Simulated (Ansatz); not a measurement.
We consider rock-salt HfN, described by PBE (PAW; Ansatz, a quantum-chemistry and plane-wave program).

Numerical settings: plane-wave cutoff 520 eV, 16×16×16 k mesh, Fermi–Dirac smearing 0.1 eV, perturbation theory, scalar-relativistic PAW data made under PBE.

Cell (relaxed at this level):

```cif
data_HfN
_chemical_formula_sum 'Hf1 N1'
_space_group_name_H-M_alt 'P 1'
_space_group_IT_number 1
_cell_length_a 3.21558
_cell_length_b 3.21558
_cell_length_c 3.21558
_cell_angle_alpha 60.000
_cell_angle_beta 60.000
_cell_angle_gamma 60.000
loop_
_space_group_symop_operation_xyz
  'x, y, z'
loop_
_atom_site_label
_atom_site_type_symbol
_atom_site_fract_x
_atom_site_fract_y
_atom_site_fract_z
_atom_site_occupancy
Hf1 Hf 0.00000 0.00000 0.00000 1
N1 N 0.50000 0.50000 0.50000 1
```

Question: Estimate the zone-centre TO phonon frequency that the calculation returns.

Answer: 
zone-centre TO phonon frequency: 479 cm⁻¹

Spin–orbit coupling is not included.

Computing time: around 19 core-minutes (rough).
